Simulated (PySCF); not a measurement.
**One shape, several levels: SiH2ClO (SMILES O[SiH]Cl)**

We compute a comparison of 6 runs (U-wB97X-V/STO-3G, UB2PLYP/STO-3G, UM06-2X/STO-3G, UPBE/STO-3G, UPBE0/STO-3G, UCCSDT/STO-3G) of SiH2ClO. 

The calculation is run with PySCF 2.14.0.

2 further runs of the same task are left out: 2 set aside as unsound or not needed.

### Step 1. The structure to begin with

SiH2ClO: 5 atoms, total charge 0, spin state doublet. As SMILES, `O[SiH]Cl`. One bond was lengthened or shortened from a relaxed shape.

Bond lengths: O1–Si2 1.967 Å, Si2–Cl3 2.065 Å, O1–H4 0.959 Å, Si2–H5 1.488 Å. Angles: O1–Si2–Cl3 111.1°, O1–Si2–H5 105.3°, Cl3–Si2–H5 108.3°, Si2–O1–H4 118.3°.

### Step 2. The energy at U-wB97X-V/STO-3G (run 1)

Contents of run.py:

```python
from pyscf import gto, dft

mol = gto.M(
    atom='''
O     -1.793097    -1.160987    -1.849305
Si    -0.174422     0.906691     0.782347
Cl     3.036034    -0.832991     2.161091
H     -2.205057    -2.882906    -1.459076
H      0.597153     3.281131    -0.512305
''',
    verbose=3,
    spin=1,
    unit='bohr',
    max_memory=1860,
    basis='sto-3g',
    charge=0,
)

ks = dft.UKS(mol)
ks.xc = 'wb97x-v'
ks.nlcgrids.level = 1
ks.grids.level = 5
ks.conv_tol = 1e-10
ks.kernel()
if not ks.converged:
    ks = ks.newton().run(ks.mo_coeff, ks.mo_occ)

e_tot = ks.e_tot
print('Final energy', e_tot)
```

The run is started by

```
$ OMP_NUM_THREADS=1 python run.py
```

The log of the run:

```text
converged SCF energy = -816.551493134099  <S^2> = 0.76036345  2S+1 = 2.0103367
Final energy -816.5514931340988
```

It took 36 s on 1 thread of Arm Neoverse V1, shared host; peak memory 0.23 GiB.

### Step 3. A single-point energy at UB2PLYP/STO-3G (run 2)

Contents of mol.xyz:

```xyz
5

O     -0.948866    -0.614368    -0.978610
Si    -0.092300     0.479800     0.414000
Cl     1.606600    -0.440800     1.143600
H     -1.166866    -1.525568    -0.772110
H      0.316000     1.736300    -0.271100
```

Contents of run.py:

```python
from pyscf import gto, dft, mp

molecule = gto.M(
    atom='mol.xyz',
    spin=1,
    max_memory=1860,
    basis='sto-3g',
    verbose=3,
)

myscf = dft.UKS(molecule)
myscf.xc = '0.53*HF + 0.47*B88, 0.73*LYP'
myscf.grids.level = 5
myscf.conv_tol = 1e-10
myscf.kernel()
if not myscf.converged:
    myscf = myscf.newton().run(myscf.mo_coeff, myscf.mo_occ)

pt = mp.MP2(myscf, frozen=11).run()
energy = myscf.e_tot + 0.27 * pt.e_corr
print('PT2 part  %.8f' % (0.27 * pt.e_corr))
print('E = %.10f Eh' % energy)
```

The run is started by

```
$ OMP_NUM_THREADS=1 python run.py
```

The log of the run:

```text
WARN: HOMO -0.150435849654091 >= LUMO -0.150435849654092

converged SCF energy = -816.226936902216  <S^2> = 0.7695572  2S+1 = 2.0194625
E(UMP2) = -816.333627884139  E_corr = -0.106690981923521
E(SCS-UMP2) = -816.340696134941  E_corr = -0.113759232725774
PT2 part  -0.02880657
E = -816.2557434673 Eh
```

It took 8.7 s on 1 thread of Arm Neoverse V1, shared host; peak memory 0.23 GiB.

Run 3 isn't shown in full; the table further down has it.

### Step 4. The energy at UPBE/STO-3G (run 4)

Contents of job.py:

```python
from pyscf import gto, dft

system = gto.Mole()
system.atom = [
    ('O', (-0.948866, -0.614368, -0.978610)),
    ('Si', (-0.092300, 0.479800, 0.414000)),
    ('Cl', (1.606600, -0.440800, 1.143600)),
    ('H', (-1.166866, -1.525568, -0.772110)),
    ('H', (0.316000, 1.736300, -0.271100)),
]
system.verbose = 3
system.charge = 0
system.spin = 1
system.basis = 'sto-3g'
system.max_memory = 1860
system.build()

mf = dft.UKS(system)
mf.xc = 'pbe'
mf.grids.level = 5
mf.conv_tol = 1e-10
mf.kernel()
if not mf.converged:
    mf = mf.newton().run(mf.mo_coeff, mf.mo_occ)

e_tot = mf.e_tot
print(f'total energy: {e_tot:.8f} hartree')
```

The run is started by

```
$ OMP_NUM_THREADS=1 python job.py
```

The log of the run:

```text
converged SCF energy = -816.223956871493  <S^2> = 0.75240281  2S+1 = 2.0024014
total energy: -816.22395687 hartree
```

Wall time 7.2 s (1 thread of Arm Neoverse V1, shared host); peak memory 0.23 GiB.

Run 5 isn't shown in full; the table further down has it.

### Step 5. A single-point energy at UCCSDT/STO-3G (run 6)

Contents of calc.py:

```python
from pyscf import gto, cc

mol = gto.M(
    atom='''
O   -0.948866  -0.614368  -0.978610
Si  -0.092300   0.479800   0.414000
Cl   1.606600  -0.440800   1.143600
H   -1.166866  -1.525568  -0.772110
H    0.316000   1.736300  -0.271100
''',
    verbose=4,
    basis='sto-3g',
    charge=0,
    max_memory=1860,
    spin=1,
)

myscf = mol.UHF()
myscf.conv_tol = 1e-10
myscf.kernel()
if not myscf.converged:
    myscf = myscf.newton().run(myscf.mo_coeff, myscf.mo_occ)

mycc = cc.CCSDT(myscf, frozen=11)
mycc.kernel()
energy = mycc.e_tot
print('E = %.10f Eh' % energy)
```

The run is started by

```
$ OMP_NUM_THREADS=1 python calc.py
```

The log of the run:

```text
PySCF version 2.14.0

[INPUT] num. atoms = 5
[INPUT] num. electrons = 41
[INPUT] charge = 0
[INPUT] spin (= nelec alpha-beta = 2S) = 1
[INPUT] symmetry False subgroup None
[INPUT] Mole.unit = angstrom
[INPUT] Symbol           X                Y                Z      unit          X                Y                Z       unit  Magmom
[INPUT]  1 O     -0.948866000000  -0.614368000000  -0.978610000000 AA   -1.793096868912  -1.160987259697  -1.849304882761 Bohr   0.0
[INPUT]  2 Si    -0.092300000000   0.479800000000   0.414000000000 AA   -0.174421721297   0.906690594566   0.782346615570 Bohr   0.0
[INPUT]  3 Cl     1.606600000000  -0.440800000000   1.143600000000 AA    3.036033991726  -0.832991275708   2.161090796053 Bohr   0.0
[INPUT]  4 H     -1.166866000000  -1.525568000000  -0.772110000000 AA   -2.205057164067  -2.882905704400  -1.459076438038 Bohr   0.0
[INPUT]  5 H      0.316000000000   1.736300000000  -0.271100000000 AA    0.597153455363   3.281131470082  -0.512304752370 Bohr   0.0

[... 96 lines left out ...]
converged SCF energy = -815.163671734018  <S^2> = 0.80961716  2S+1 = 2.0587541
[... 17 lines left out ...]
WARN: A large `blksize_v_aaa` is being used, which may cause large memory consumption
[... 3 lines left out ...]
WARN: A large `blksize_v_aab` is being used, which may cause large memory consumption
[... 10 lines left out ...]
Init t2, MP2 energy = -0.0704243008038616
[... 27 lines left out ...]
UCCSDT converged
[... 3 lines left out ...]
E = -815.2683685418 Eh
```

Run time: 5.7 s. Hardware: 1 thread of Arm Neoverse V1, shared host; peak memory 0.12 GiB.

### Step 6. The series

| run | level | nlc grid | frozen core orbitals | energy (Eh) | dipole moment (D) of the reference | HOMO energy (eV) | LUMO energy (eV) | wall time |
| --- | --- | --- | --- | --- | --- | --- | --- | --- |
| 1 | U-wB97X-V/STO-3G | 1 | – | -816.551493 | 2.17 | -6.14 | 2.00 | 36 s |
| 2 | UB2PLYP/STO-3G | – | 11 | -816.255743 | 2.19 | -5.18 | 1.35 | 8.7 s |
| 3 | UM06-2X/STO-3G | – | – | -816.686448 | 2.18 | -5.02 | 0.82 | 13 s |
| 4 | UPBE/STO-3G | – | – | -816.223957 | 2.00 | -2.20 | -0.95 | 7.2 s |
| 5 | UPBE0/STO-3G | – | – | -816.344146 | 2.07 | -3.80 | -0.09 | 7.2 s |
| 6 | UCCSDT/STO-3G | – | 11 | -815.268369 | 2.48 | -7.47 | 4.33 | 5.7 s |

### Step 7. Summary of results

```
                                                         quantity          value
                                              run 6: total energy  -815.26837 Eh
                      run 6: dipole moment (Hartree–Fock density)         2.48 D
run 6: HOMO energy (Hartree–Fock orbitals) (highest over α and β)       -7.47 eV
 run 6: LUMO energy (Hartree–Fock orbitals) (lowest over α and β)        4.33 eV
              run 6: correlation energy (11 core orbitals frozen)     -104.7 mEh
                         run 6: ⟨S²⟩ of the reference determinant          0.810
                                             run 6: T1 diagnostic          0.027
```

**Reading.** Over runs 1, 2, 3, 4, 5 the dipole moment (its size) runs from 2.00 D (UPBE/STO-3G) to 2.19 D (UB2PLYP/STO-3G). A double hybrid's value is that of its SCF part. Totals of different functionals can't be ranked against each other. In runs 1, 2, 3, 4, 5, 6 the basis is minimal, so the values are rough. All runs together took 78 s, the longest 36 s.
